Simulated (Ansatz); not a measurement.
A made-up structure of CH$_{3}$O, doublet:

```
5
angstrom
C -0.0003 0.0519 0.0138
O 0.9811 -0.8433 -0.2540
H 1.6252 -1.5684 -0.2364
H -0.0416 0.8845 -0.7038
H 0.0095 0.4152 1.0521
```

It is relaxed with PBE-D4/def2-SVP and then PBE0-D4/def2-TZVP (Ansatz 0.2.0). Atoms count as bonded within 1.22 times the sum of their covalent radii (H–H: 0.88 Å). The end point is not checked to be a true minimum.

Does its bonding change? (A judgement: the text doesn't fix the answer.)

By the calculation: No: no bond forms or breaks.

Where it ends: The first stage lowers the energy by 1.21 eV in 9 steps. It ends as CH₃O ([CH2][OH]):
```
5
angstrom
C 0.1628 0.0706 -0.0297
O 1.0882 -0.7700 -0.5562
H 1.3511 -1.4143 0.1055
H -0.1306 0.8698 -0.6942
H 0.1024 0.1837 1.0464
```

Labels in which every atom is bracketed show which atoms are joined, not bond orders.

For scale, one of the runs: PBE0-D4/def2-TZVP relaxation, 80 basis functions, launched by `ansatz run in.yaml --threads 2 --pin off --events-out ev --progress --plain --max-ram 4352MiB`. The run took about 3 s on 2 CPU threads of an Intel Xeon 6975P-C (shared host).
